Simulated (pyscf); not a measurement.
Single points on ωB97X-D3(BJ)/def2-SVP structures (PySCF, gas phase).

Q: Estimate the classical barrier height and the reaction energy of SnH₂ (SMILES [SnH2]) [singlet] + H₂O (SMILES O) → HO–SnH: (SMILES [OH][SnH]) [singlet] + H₂ (SMILES [H][H]) at ωB97M-D3(BJ)/def2-TZVP. The step runs on the singlet surface, breaks H–Sn, H–O and forms O–Sn, H–H; take the separated reactants as zero.

A: ΔE‡ = 0.33 eV, ΔE = -0.57 eV. Zero-point energy shifts the barrier by +0.03 eV. It is a four-centre exchange, with an imaginary mode of 1244i cm⁻¹. On the reactant side the descent ends in an adduct with a O–Sn contact, 0.69 eV under the separated species and 0.93 eV under the saddle at ωB97X-D3(BJ)/def2-TZVP. What is counted as formed (O–Sn) is already present as a longer contact in the reactant adduct; forming that adduct is a step of its own. At the saddle there is also a short H–Sn contact that neither side keeps. This is the saddle that the search found; another between the same sides may lie lower. Elements past Kr carry the def2 core potentials, without spin-orbit coupling.
